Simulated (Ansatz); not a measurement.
CH4ClS (charge -1), singlet: a trajectory.

Input (in.yaml):

```yaml
crystal:
  periodic: [false, false, false]
  atoms:
    - {symbol: Cl, position_ang: [-1.347241, 0.962431, 2.081913]}
    - {symbol: C, position_ang: [-0.326472, 0.042677, 0.370745]}
    - {symbol: S, position_ang: [0.847056, -1.023480, -1.600899]}
    - {symbol: H, position_ang: [-0.595695, 0.817724, -0.320172]}
    - {symbol: H, position_ang: [-0.907641, -0.859873, 0.392389]}
    - {symbol: H, position_ang: [0.641807, 0.047505, 0.832313]}
    - {symbol: H, position_ang: [1.688086, 0.013116, -1.756289]}
basis:
  gaussian: {orbitals: def2-SVPD}
total_charge: -1
hamiltonian: {xc: pbe0, dispersion: d4}
md: {n_steps: 60, timestep: 1.0, temperature: 1000, ensemble: nvt_langevin, seed: 459, friction: 0.05, initial_velocities: maxwell_boltzmann}
```

Command:

```bash
ansatz run in.yaml --threads 2 --pin off --events-out ev --progress --plain --max-ram 4352MiB
```

The run's output (Ansatz 0.2.0):

```
Functional definition: PBE0
  name "PBE0"
  cite "Adamo & Barone, J. Chem. Phys. 110, 6158 (1999) doi:10.1063/1.478522"
  cite "Perdew, Burke & Ernzerhof, Phys. Rev. Lett. 77, 3865 (1996) doi:10.1103/PhysRevLett.77.3865"
  parent pbe
  parameter a = 0.25
  parameter kappa = 0.804
  parameter beta = 0.06672455060314922
  exchange = (1 - a)*pbe_x(kappa = kappa, mu = beta*pi^2/3) + a*exact_x
  correlation = pbe_c(beta = beta)
1080 factors; integrals over basis functions are off by at most 1.3e-4 eV
mean field evaluation 1: about -24443.5901 eV, gradient 1.5e1 eV
mean field evaluation 2: about -24443.3173 eV, gradient 1.8e1 eV
mean field evaluation 4: about -24444.3323 eV, gradient 7.5e-1 eV
mean field evaluation 8: about -24444.3396 eV, gradient 1.9e-2 eV
mean field -24444.33959884 eV, -898.3129112890 hartree, gradient 4.4e-5 eV, S^2 0.000000; 0 other end points of the search recorded, 0 dependent functions left out
the calculation of the forces begins
reference -24444.33963383 eV, -898.3129125748 hartree; 22, 22 occupied and 84, 84 virtual orbitals, 1080 factors
md step     0: t =     0.00 fs  T =   857.1 K  F+E_penalty+E_count = -24444.44466590 eV  E_kin = 0.775560 eV  (25 SCF iters)
md step     1: t =     1.00 fs  T =   763.3 K  F+E_penalty+E_count = -24444.38439012 eV  E_kin = 0.690673 eV  (29 SCF iters, 3 dispersion substeps)
md step     2: t =     2.00 fs  T =   648.6 K  F+E_penalty+E_count = -24444.29442334 eV  E_kin = 0.586898 eV  (30 SCF iters, 3 dispersion substeps)
md step     3: t =     3.00 fs  T =   469.2 K  F+E_penalty+E_count = -24444.25087089 eV  E_kin = 0.424580 eV  (30 SCF iters, 3 dispersion substeps)
md step     4: t =     4.00 fs  T =   481.3 K  F+E_penalty+E_count = -24444.29651572 eV  E_kin = 0.435509 eV  (29 SCF iters, 3 dispersion substeps)
md step     5: t =     5.00 fs  T =   603.1 K  F+E_penalty+E_count = -24444.36732189 eV  E_kin = 0.545728 eV  (29 SCF iters, 3 dispersion substeps)
md step     6: t =     6.00 fs  T =   586.1 K  F+E_penalty+E_count = -24444.33783860 eV  E_kin = 0.530353 eV  (29 SCF iters, 3 dispersion substeps)
md step     7: t =     7.00 fs  T =   477.7 K  F+E_penalty+E_count = -24444.24436936 eV  E_kin = 0.432207 eV  (30 SCF iters, 3 dispersion substeps)
md step     8: t =     8.00 fs  T =   535.0 K  F+E_penalty+E_count = -24444.18765815 eV  E_kin = 0.484123 eV  (30 SCF iters, 3 dispersion substeps)
md step     9: t =     9.00 fs  T =   815.4 K  F+E_penalty+E_count = -24444.24458699 eV  E_kin = 0.737801 eV  (30 SCF iters, 3 dispersion substeps)
md step    10: t =    10.00 fs  T =   981.7 K  F+E_penalty+E_count = -24444.30909157 eV  E_kin = 0.888296 eV  (30 SCF iters, 3 dispersion substeps)
md step    11: t =    11.00 fs  T =   903.5 K  F+E_penalty+E_count = -24444.22754385 eV  E_kin = 0.817538 eV  (29 SCF iters, 3 dispersion substeps)
md step    12: t =    12.00 fs  T =   728.4 K  F+E_penalty+E_count = -24444.09829989 eV  E_kin = 0.659115 eV  (30 SCF iters, 3 dispersion substeps)
md step    13: t =    13.00 fs  T =   503.1 K  F+E_penalty+E_count = -24444.04824839 eV  E_kin = 0.455232 eV  (30 SCF iters, 3 dispersion substeps)
md step    14: t =    14.00 fs  T =   543.4 K  F+E_penalty+E_count = -24444.12760562 eV  E_kin = 0.491646 eV  (29 SCF iters, 3 dispersion substeps)
md step    15: t =    15.00 fs  T =   599.9 K  F+E_penalty+E_count = -24444.23333977 eV  E_kin = 0.542841 eV  (29 SCF iters, 3 dispersion substeps)
md step    16: t =    16.00 fs  T =   606.9 K  F+E_penalty+E_count = -24444.22802270 eV  E_kin = 0.549168 eV  (30 SCF iters, 3 dispersion substeps)
md step    17: t =    17.00 fs  T =   651.7 K  F+E_penalty+E_count = -24444.11115389 eV  E_kin = 0.589671 eV  (26 SCF iters, 3 dispersion substeps)
md step    18: t =    18.00 fs  T =   576.1 K  F+E_penalty+E_count = -24444.08113727 eV  E_kin = 0.521303 eV  (30 SCF iters, 3 dispersion substeps)
md step    19: t =    19.00 fs  T =   477.6 K  F+E_penalty+E_count = -24444.12626501 eV  E_kin = 0.432098 eV  (30 SCF iters, 3 dispersion substeps)
md step    20: t =    20.00 fs  T =   366.8 K  F+E_penalty+E_count = -24444.11145031 eV  E_kin = 0.331920 eV  (30 SCF iters, 3 dispersion substeps)
md step    21: t =    21.00 fs  T =   426.9 K  F+E_penalty+E_count = -24444.06814309 eV  E_kin = 0.386254 eV  (29 SCF iters, 3 dispersion substeps)
md step    22: t =    22.00 fs  T =   433.1 K  F+E_penalty+E_count = -24444.06300670 eV  E_kin = 0.391852 eV  (30 SCF iters, 3 dispersion substeps)
md step    23: t =    23.00 fs  T =   550.0 K  F+E_penalty+E_count = -24444.15775687 eV  E_kin = 0.497648 eV  (30 SCF iters, 3 dispersion substeps)
md step    24: t =    24.00 fs  T =   738.9 K  F+E_penalty+E_count = -24444.27354518 eV  E_kin = 0.668577 eV  (30 SCF iters, 3 dispersion substeps)
md step    25: t =    25.00 fs  T =   760.7 K  F+E_penalty+E_count = -24444.25355499 eV  E_kin = 0.688262 eV  (29 SCF iters, 3 dispersion substeps)
md step    26: t =    26.00 fs  T =   747.5 K  F+E_penalty+E_count = -24444.13730054 eV  E_kin = 0.676372 eV  (30 SCF iters, 3 dispersion substeps)
md step    27: t =    27.00 fs  T =   645.3 K  F+E_penalty+E_count = -24444.11227543 eV  E_kin = 0.583869 eV  (29 SCF iters, 3 dispersion substeps)
md step    28: t =    28.00 fs  T =   822.3 K  F+E_penalty+E_count = -24444.23761557 eV  E_kin = 0.744020 eV  (26 SCF iters, 3 dispersion substeps)
md step    29: t =    29.00 fs  T =   911.5 K  F+E_penalty+E_count = -24444.28381106 eV  E_kin = 0.824724 eV  (26 SCF iters, 3 dispersion substeps)
md step    30: t =    30.00 fs  T =   795.1 K  F+E_penalty+E_count = -24444.14978016 eV  E_kin = 0.719455 eV  (26 SCF iters, 3 dispersion substeps)
md step    31: t =    31.00 fs  T =   895.5 K  F+E_penalty+E_count = -24444.01018694 eV  E_kin = 0.810243 eV  (27 SCF iters, 3 dispersion substeps)
md step    32: t =    32.00 fs  T =   726.6 K  F+E_penalty+E_count = -24443.97739650 eV  E_kin = 0.657416 eV  (26 SCF iters, 3 dispersion substeps)
md step    33: t =    33.00 fs  T =   779.5 K  F+E_penalty+E_count = -24444.03380803 eV  E_kin = 0.705323 eV  (27 SCF iters, 3 dispersion substeps)
md step    34: t =    34.00 fs  T =   797.6 K  F+E_penalty+E_count = -24444.12618663 eV  E_kin = 0.721705 eV  (27 SCF iters, 3 dispersion substeps)
md step    35: t =    35.00 fs  T =   737.7 K  F+E_penalty+E_count = -24444.20483408 eV  E_kin = 0.667446 eV  (27 SCF iters, 3 dispersion substeps)
md step    36: t =    36.00 fs  T =   850.8 K  F+E_penalty+E_count = -24444.27513665 eV  E_kin = 0.769825 eV  (26 SCF iters, 3 dispersion substeps)
md step    37: t =    37.00 fs  T =   867.9 K  F+E_penalty+E_count = -24444.31382772 eV  E_kin = 0.785279 eV  (26 SCF iters, 3 dispersion substeps)
md step    38: t =    38.00 fs  T =   937.0 K  F+E_penalty+E_count = -24444.28361509 eV  E_kin = 0.847808 eV  (26 SCF iters, 3 dispersion substeps)
md step    39: t =    39.00 fs  T =   872.6 K  F+E_penalty+E_count = -24444.18335575 eV  E_kin = 0.789586 eV  (27 SCF iters, 3 dispersion substeps)
md step    40: t =    40.00 fs  T =   829.4 K  F+E_penalty+E_count = -24444.14940780 eV  E_kin = 0.750486 eV  (27 SCF iters, 3 dispersion substeps)
md step    41: t =    41.00 fs  T =   965.9 K  F+E_penalty+E_count = -24444.20283800 eV  E_kin = 0.873969 eV  (27 SCF iters, 3 dispersion substeps)
md step    42: t =    42.00 fs  T =   826.6 K  F+E_penalty+E_count = -24444.19880168 eV  E_kin = 0.747959 eV  (26 SCF iters, 3 dispersion substeps)
md step    43: t =    43.00 fs  T =   787.4 K  F+E_penalty+E_count = -24444.11372895 eV  E_kin = 0.712458 eV  (27 SCF iters, 3 dispersion substeps)
md step    44: t =    44.00 fs  T =   571.7 K  F+E_penalty+E_count = -24444.06974689 eV  E_kin = 0.517319 eV  (26 SCF iters, 3 dispersion substeps)
md step    45: t =    45.00 fs  T =   634.4 K  F+E_penalty+E_count = -24444.12770854 eV  E_kin = 0.574002 eV  (27 SCF iters, 3 dispersion substeps)
md step    46: t =    46.00 fs  T =   686.6 K  F+E_penalty+E_count = -24444.21783352 eV  E_kin = 0.621210 eV  (26 SCF iters, 3 dispersion substeps)
md step    47: t =    47.00 fs  T =   748.8 K  F+E_penalty+E_count = -24444.25594412 eV  E_kin = 0.677547 eV  (26 SCF iters, 3 dispersion substeps)
md step    48: t =    48.00 fs  T =   704.1 K  F+E_penalty+E_count = -24444.17076006 eV  E_kin = 0.637102 eV  (27 SCF iters, 3 dispersion substeps)
md step    49: t =    49.00 fs  T =   630.0 K  F+E_penalty+E_count = -24444.15406051 eV  E_kin = 0.570013 eV  (26 SCF iters, 3 dispersion substeps)
md step    50: t =    50.00 fs  T =   805.1 K  F+E_penalty+E_count = -24444.21424391 eV  E_kin = 0.728445 eV  (27 SCF iters, 3 dispersion substeps)
md step    51: t =    51.00 fs  T =   797.6 K  F+E_penalty+E_count = -24444.24563419 eV  E_kin = 0.721687 eV  (27 SCF iters, 3 dispersion substeps)
md step    52: t =    52.00 fs  T =   689.4 K  F+E_penalty+E_count = -24444.20984777 eV  E_kin = 0.623778 eV  (26 SCF iters, 3 dispersion substeps)
md step    53: t =    53.00 fs  T =   610.1 K  F+E_penalty+E_count = -24444.13491385 eV  E_kin = 0.552042 eV  (26 SCF iters, 3 dispersion substeps)
md step    54: t =    54.00 fs  T =   743.9 K  F+E_penalty+E_count = -24444.12583570 eV  E_kin = 0.673075 eV  (26 SCF iters, 3 dispersion substeps)
md step    55: t =    55.00 fs  T =   893.0 K  F+E_penalty+E_count = -24444.22163803 eV  E_kin = 0.807993 eV  (26 SCF iters, 3 dispersion substeps)
md step    56: t =    56.00 fs  T =   778.5 K  F+E_penalty+E_count = -24444.31237732 eV  E_kin = 0.704361 eV  (26 SCF iters, 3 dispersion substeps)
md step    57: t =    57.00 fs  T =   633.5 K  F+E_penalty+E_count = -24444.28255433 eV  E_kin = 0.573245 eV  (30 SCF iters, 3 dispersion substeps)
md step    58: t =    58.00 fs  T =   552.6 K  F+E_penalty+E_count = -24444.21233488 eV  E_kin = 0.499960 eV  (27 SCF iters, 3 dispersion substeps)
md step    59: t =    59.00 fs  T =   622.5 K  F+E_penalty+E_count = -24444.18899346 eV  E_kin = 0.563261 eV  (26 SCF iters, 3 dispersion substeps)
md step    60: t =    60.00 fs  T =   697.6 K  F+E_penalty+E_count = -24444.19449097 eV  E_kin = 0.631176 eV  (25 SCF iters, 3 dispersion substeps)
Total energy: -24444.19452547 eV, -898.3075799407 hartree
Atom 0 at    -1.209891     0.980683     2.192032 Å, force     0.158450    -0.430149    -0.260916 eV/Å
Atom 1 at    -0.341064     0.118790     0.521086 Å, force    -2.855012    -2.907098     0.114769 eV/Å
Atom 2 at     0.843463    -0.917259    -1.570788 Å, force     0.156856    -0.057980    -0.820044 eV/Å
Atom 3 at    -1.193003    -0.379608    -0.064989 Å, force     1.098807     1.264145     1.068571 eV/Å
Atom 4 at     0.346259    -0.650879     0.830898 Å, force     0.216618    -0.078750     0.834778 eV/Å
Atom 5 at     0.097035     0.972428     0.175449 Å, force     1.078882     2.368148    -1.213899 eV/Å
Atom 6 at     0.198240    -0.256836    -2.578629 Å, force     0.145399    -0.158317     0.276741 eV/Å
Dipole moment:    -0.378749     0.325324     0.490253 e Å

[the SCF lines of later steps are left out]
```

The lines “mean field evaluation” count trial sets of orbitals through the whole run, from several starts and some on an approximate energy, so they need not fall steadily or lie above the final value.

Hardware: 2 CPU threads of an Intel Xeon Platinum 8259CL, shared host. Wall time about 3.1 min.
